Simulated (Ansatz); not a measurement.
## Diamond-structure Si

Calculation: B3LYP (VWN-RPA form) (plane waves, PAW; Ansatz, an electronic-structure program).

Numerical settings: plane-wave cutoff 460 eV, 8×8×8 k mesh, Fermi–Dirac smearing 0.01 eV, scalar-relativistic PAW data made under PBE.

Cell: relaxed at this level.

For diamond-structure Si, the volume per atom is 20.64 Å³/atom and the bulk modulus is 89.5 GPa. The lattice parameter a is 5.486 Å and the band gap is 1.81 eV (indirect). The smallest direct gap on the k points sampled is 3.81 eV and the width of the whole s-p valence band is 12.81 eV. The pressure derivative B′ of the bulk modulus is 4.3.

Measured, for comparison: equilibrium volume per atom 19.91 Å³/atom, lattice constant a 5.421 Å (static lattice: zero-point anharmonic expansion removed; as tabulated in Mejia-Rodriguez and Trickey (2018), arXiv:1807.09216); bulk modulus 101 GPa (0 K value with zero-point phonon effects removed; as tabulated in Sun et al. (2011), doi:10.1103/physrevb.84.035117). Computed (rounded) less measured: equilibrium volume per atom +3.7 %, bulk modulus -11 %, lattice constant a +1.2 %.

Computed values are for the static lattice.
